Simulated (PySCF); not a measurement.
Compound: C5H9Cl (triplet state).
Cartesian coordinates in Å at the GFN2-xTB level; atoms count from 1:
```xyz
15
C5H9Cl angstrom
C      1.1447   -0.4377    0.7694
C      0.0605    0.0175   -0.2299
C     -0.8004    1.1229    0.4159
C     -0.8309   -1.1759   -0.5942
C      0.6928    0.5308   -1.4564
Cl     1.6894    1.8343   -1.6379
H      0.6745   -0.8294    1.6688
H      1.7616   -1.2159    0.3281
H      1.7835    0.3982    1.0433
H     -1.5674    1.4576   -0.2778
H     -0.1821    1.9750    0.6877
H     -1.2821    0.7373    1.3118
H     -1.2919   -1.5843    0.3016
H     -1.6141   -0.8676   -1.2813
H     -0.2425   -1.9548   -1.0711
```

The hyperfine couplings belong to this conformer and change with its torsions.

Identity: `CC(C)(C)[C]Cl` [triplet].

Method: PySCF 2.14.0, UKS B3LYP, pcH-1 on C Cl H, non-relativistic, mean-field spin-orbit, GIAO. Geometry: GFN2-xTB; no solvent, vibrations or thermal averaging. This triplet need not be the ground state; the singlet was not compared here. A GFN2-xTB geometry isn't a minimum of the functional, and hyperfine couplings can be far from their values at a DFT geometry. No stability test was run, so a lower SCF solution isn't excluded.

(1) The isotropic 13C couplings, averaged over equivalent nuclei, are +309.1, +21.8, +10.9 MHz. Assign them to C1/C3/C4; C2; C5.

Answers

(1) 
```tsv
site	a_iso (MHz)	ρ(0) (bohr⁻³)	position	distance from C5 (Å)	spin population	largest |T| (MHz)
C1/C3/C4	+21.8	+0.0387	2 bonds from C5	2.46	+0.03	5.0
C2	+10.9	+0.0194	1 bond from C5	1.47	-0.04	9.8
C5	+309.1	+0.5495	largest spin population	0.00	+1.72	73.6
```

ρ(0) is the spin density at the nucleus and T the dipolar tensor; a_iso includes a spin–orbit part; entries for several nuclei are means. The largest Mulliken spin populations are on C5 (+1.72) and Cl6 (+0.20).

Class means assume fast exchange of nuclei equivalent by connectivity; if that motion is slow, each nucleus keeps its own coupling. The nine 1H nuclei of mean +1.5 MHz run from -2.1 to 11.7 MHz in the frozen geometry. The 13C value of +21.8 MHz is a mean of couplings from 12.5 to 27.3 MHz in this one geometry, not an average over conformers.
